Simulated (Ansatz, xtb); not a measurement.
**Relative energy of two structures of H5Si3**

Structure a is `[SiH]1[SiH2][SiH2]1`, a doublet and structure b is a doublet given by its coordinates. Both are isolated molecules in the gas phase, relaxed with PBE0-D3(BJ)/def2-SVP.

a (Å):

```
atom    x (Å)    y (Å)    z (Å)
  Si  -1.7296   0.3319  -1.2885
  Si   0.0931  -1.0391  -1.6924
  Si  -0.1619   0.0972   0.4002
   H  -2.8066  -0.6480  -0.8877
   H  -0.0267  -2.5173  -1.8564
   H   1.2842  -0.4959  -2.4083
   H   0.9241   1.1096   0.5485
   H  -0.4588  -0.5916   1.6901
```

b (Å):

```yaml
atoms:
  - { symbol: Si, position_ang: [-0.1685, -0.2488, 1.0531] }
  - { symbol: Si, position_ang: [0.5239, 0.5371, -0.9797] }
  - { symbol: Si, position_ang: [-1.8052, -0.8218, -0.5697] }
  - { symbol: H, position_ang: [0.4281, 1.9857, -1.3204] }
  - { symbol: H, position_ang: [0.7286, -1.2989, 1.6193] }
  - { symbol: H, position_ang: [-0.7818, -0.0214, -1.7712] }
  - { symbol: H, position_ang: [1.6011, -0.1519, -1.7468] }
  - { symbol: H, position_ang: [-0.4405, 0.8324, 2.0455] }
```

Close contacts (Å): Si1–Si2 2.29, Si1–Si3 2.37, Si2–Si3 2.73, Si1–H5 1.49, Si1–H8 1.49, Si2–H4 1.49, Si2–H6 1.63, Si2–H7 1.49, Si3–H6 1.77.

Energies in hartree; the thermal terms are from PBE0-D3(BJ)/def2-SVP harmonic frequencies (ideal gas, rigid rotor, one conformer each, 200 K, 1 atm) and include the zero-point energy:

```
                              a           b
E, CCSD(T)/def2-SVP  −869.693436  −869.685625
  zero-point energy     0.040691     0.041357
       H(200 K) − E     0.044353     0.044913
       G(200 K) − E     0.022586     0.023224
```

Question: Work out ΔE, ΔE₀, ΔH and ΔG for a → b in kcal/mol (1 Eh = 627.51 kcal/mol) and the equilibrium ratio [b]/[a].

Answer: 1. ΔE = −869.685625 − (−869.693436) = +0.007811 Eh = +4.90 kcal/mol.
2. ΔE₀ = ΔE + ΔZPE = +0.007811 + (+0.000666) Eh = +5.32 kcal/mol.
3. ΔH = ΔE + (+0.000560) Eh = +5.25 kcal/mol.
4. ΔG = ΔE + (+0.000638) Eh = +5.30 kcal/mol, so ΔS = (ΔH − ΔG)/T = −1.0 J/(mol K).
5. kT = 0.6334 mEh, so K = [b]/[a] = exp(−ΔG/kT) = exp(−13.34) ≈ 1.6 × 10^−6.

Structure a is favoured at this temperature. An error of 1 kcal/mol in ΔG would change K by a factor of 12. Mirror images and further conformers aren't counted.

Other levels gave ΔE = +6.4 (PBE0-D3(BJ)/def2-SVP); +6.1 (HF/def2-SVP); +6.1 (MP2/def2-SVP) kcal/mol. Open shells are spin-unrestricted. The correlated steps freeze 15 core orbitals. Programs: Ansatz 0.2.0.
